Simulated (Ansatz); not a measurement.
Input file:

```yaml
crystal:
  periodic: [false, false, false]
  atoms:
    - {symbol: H, position_ang: [-2.280274, 0.000000, 0.000000]}
    - {symbol: H, position_ang: [-1.292274, 0.000000, 0.000000]}
    - {symbol: B, position_ang: [0.200726, 0.000000, 0.000000]}
    - {symbol: H, position_ang: [0.709799, 0.000000, 1.077008]}
    - {symbol: H, position_ang: [0.709799, 0.000000, -1.077008]}
basis:
  gaussian: {orbitals: cc-pVDZ}
magnetization: {spin_polarized: true, initial_magnetization: 1}
correlation: {method: ccsdtq, electrons: outside_noble_gas}
```

```sh
$ ansatz run in.yaml --threads 2 --pin off --events-out ev --progress --plain --max-ram 24576MiB --backend cuda --devices 0, --max-vram 18GiB
```

Log:

```
596 factors; integrals over basis functions are off by at most 2.5e-7 eV
mean field evaluation 1: about -729.8501 eV, gradient 8.1e0 eV
mean field evaluation 2: about -729.8498 eV, gradient 8.1e0 eV
mean field evaluation 4: about -730.7015 eV, gradient 1.1e0 eV
mean field evaluation 8: about -730.7299 eV, gradient 2.2e-3 eV
mean field evaluation 16: about -730.7304 eV, gradient 5.0e-2 eV
mean field evaluation 32: about -729.2937 eV, gradient 2.8e-1 eV
mean field -730.72992105 eV, -26.8538292920 hartree, gradient 2.7e-6 eV, S^2 0.783959; 2 other end points of the search recorded, 0 dependent functions left out
determinant -730.72992105 eV, -26.8538292920 hartree, with singles and doubles -734.24752563 eV, -26.9830988762 hartree
determinant -729.30374075 eV, -26.8014181326 hartree, with singles and doubles -733.13023626 eV, -26.9420392490 hartree
1 core orbitals not correlated: weight in the atoms' cores, before any rotation towards them, 1.000 or more for the frozen orbitals, at most 0.000 for the correlated occupied ones
reference -730.72992105 eV, -26.8538292920 hartree; 4, 3 occupied and 29, 30 virtual orbitals, 596 factors
second order -2.71846812 eV of doubles, -0.00000000 eV of singles
cycle   1  -3.27450232 eV  change   -5.6e-1 eV  update   5.7e-2
cycle   2  -3.56742862 eV  change   -2.9e-1 eV  update   2.6e-2
cycle   3  -3.58410992 eV  change   -1.7e-2 eV  update   8.5e-3
cycle   4  -3.59046630 eV  change   -6.4e-3 eV  update   3.4e-3
cycle   5  -3.59076656 eV  change   -3.0e-4 eV  update   1.3e-3
cycle   6  -3.59055973 eV  change    2.1e-4 eV  update   5.2e-4
cycle   7  -3.59081082 eV  change   -2.5e-4 eV  update   2.5e-4
cycle   8  -3.59092402 eV  change   -1.1e-4 eV  update   9.4e-5
cycle   9  -3.59088587 eV  change    3.8e-5 eV  update   3.8e-5
cycle  10  -3.59087765 eV  change    8.2e-6 eV  update   1.3e-5
cycle  11  -3.59087730 eV  change    3.5e-7 eV  update   5.5e-6
cycle  12  -3.59087895 eV  change   -1.6e-6 eV  update   2.4e-6
cycle  13  -3.59088011 eV  change   -1.2e-6 eV  update   9.7e-7
cycle  14  -3.59087961 eV  change    5.0e-7 eV  update   4.0e-7
cycle  15  -3.59087915 eV  change    4.6e-7 eV  update   1.9e-7
Total energy: -734.32080020 eV, -26.9857916668 hartree
```

For the same geometry and basis full CI lies 0.0 meV higher.

Ran on 2 threads of AMD EPYC 7R13 with a shared H100 80 GB, shared host: 9.5 s wall, 0.82 GiB peak host memory.
